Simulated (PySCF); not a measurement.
Molecule: `[AlH3-][CH2]Cl`, [CH$_{5}$AlCl]-.

Geometry:
```csv
atom,x (Å),y (Å),z (Å)
Al1,-1.028,0.039,-0.077
C2,1.002,-0.157,0.012
Cl3,1.863,1.260,0.786
H4,-1.644,0.162,1.439
H5,-1.413,1.346,-0.991
H6,-1.554,-1.349,-0.803
H7,1.460,-0.255,-0.987
H8,1.324,-1.037,0.596
```

Total charge -1.

Geometry PBE0-D3(BJ)/def2-SVP throughout; GIAO in PySCF 2.14.0 with density-fitted response routines, gas phase, one conformer, non-relativistic; equivalent atoms averaged; functional PBE0.

For orientation, STO-3G gives these absolute shieldings σ: Al1 468.1, C2 183.2, Cl3 1080.3, H7/H8 31.69, H4/H5/H6 32.99 ppm.

A run gave: Al1 506.5, C2 153.5, Cl3 970.3, H7/H8 28.76, H4/H5/H6 27.55 ppm (absolute shieldings σ).

**Question.** Which basis set was used in that run?
A. 6-31G*
B. cc-pVTZ
C. pcSseg-1
D. aug-cc-pVDZ
E. pcSseg-0

**Answer.** D. C2 tells them apart best: aug-cc-pVDZ gives 153.5, cc-pVTZ gives 147.8, 6-31G* gives 156.4, pcSseg-0 gives 150.1, pcSseg-1 gives 143.6 ppm.
